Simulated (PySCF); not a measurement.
Basis-set dependence of excited states

Species: methacrylic acid, C₄H₆O₂.
Atom-mapped SMILES: `[CH2:1]=[C:2]([CH3:3])[C:4](=[O:5])[OH:6]` (hydrogens: H7, H8 on C1; H9, H10, H11 on C3; H12 on O6)

TDDFT with PBE0 (PySCF), vertical singlets, core orbitals frozen in the response, spherical d and f functions. The structure is a single PBE0-D3(BJ)/def2-SVP conformer in the gas phase; no vibrational or solvent corrections.

```tsv
basis	functions	diffuse	S1 (eV)	S2 (eV)	S3 (eV)	S4 (eV)	S5 (eV)	LUMO (eV)	α (au)
6-31G*	96	no	4.98	6.40	7.22	7.73	7.90	-0.93	46.2
def2-SVP	114	no	4.96	6.35	7.18	7.64	7.80	-1.14	47.7
6-31+G*	120	yes	4.97	6.09	7.00	7.15	7.45	-1.38	53.9
def2-SVPD	174	yes	4.94	6.10	7.05	7.38	7.51	-1.45	57.4
aug-cc-pVDZ	192	yes	4.89	6.05	6.85	6.87	7.19	-1.42	58.4
def2-TZVP	222	no	4.92	6.15	7.06	7.52	7.71	-1.34	54.8
def2-TZVPD	282	yes	4.90	6.07	6.92	7.05	7.31	-1.41	58.4
```

Compare the sets with the largest diffuse one.

States are compared by their number. Against the largest diffuse basis here (def2-TZVPD, itself not a converged limit), sets without diffuse functions differ by up to 0.08 eV in S1 and 0.59 eV in S5; the smaller diffuse sets differ by up to 0.07 and 0.20 eV. State by state, the largest deviation of a set without diffuse functions is S1 0.08, S2 0.33, S3 0.29, S4 0.69, S5 0.59 eV. The same number needn't mean the same state in each row. Against def2-TZVPD the polarisability deviates by -21% in 6-31G*, -18% in def2-SVP, -8% in 6-31+G*, -2% in def2-SVPD, 0% in aug-cc-pVDZ, -6% in def2-TZVP. A single + in a Pople set puts diffuse functions on heavy atoms only.
